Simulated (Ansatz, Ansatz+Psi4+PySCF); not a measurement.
```json
{"atom": "S", "x (Å)": "0.0000", "y (Å)": "0.0000", "z (Å)": "0.9601"}
{"atom": "S", "x (Å)": "0.0000", "y (Å)": "0.0000", "z (Å)": "-1.9202"}
```

Basis set: cc-pV(T+d)Z (spherical functions). Left uncorrelated: 10 orbitals. Correlation on ROHF uses semicanonical orbitals with singles. Charge 0, multiplicity 3.

Computed with Ansatz (development build ahead of 0.2.0); each method stands on the lowest determinant of its kind that the runs found.

**Question.** Give the atomization energy at this shape (free ground-state atoms in the same class of orbitals less the molecule, no zero-point energy) of triplet S2 by ROHF-CCSD(T), ROHF-CCSD, ROHF-MP2, UHF-MP2, ROHF, UHF.

**Answer.**

| method | atomization energy |
| --- | --- |
| ROHF-CCSD(T) | 47.7 kJ/mol |
| ROHF-CCSD | 10.3 kJ/mol |
| ROHF-MP2 | 5.4 kJ/mol |
| UHF-MP2 | -16.5 kJ/mol |
| ROHF | -143.2 kJ/mol |
| UHF | -31.9 kJ/mol |

Caution: the determinant breaks the point group. Caution for ROHF-CCSD(T), ROHF-CCSD, ROHF-MP2, ROHF: an unrestricted determinant lies well below. Caution for ROHF-CCSD(T), ROHF-CCSD, ROHF-MP2: large amplitudes, a single reference is doubtful. Caution for ROHF-CCSD(T), ROHF-CCSD: the amplitudes may be one of several solutions. Caution for ROHF-MP2, UHF-MP2: another reference gives a lower total. Caution for UHF-MP2: bonds are stretched, where a single reference can fail. Caution for UHF-MP2, UHF: the unrestricted determinant is a mixture of spin states. Caution for ROHF: the molecule lies well above its atoms at this level.
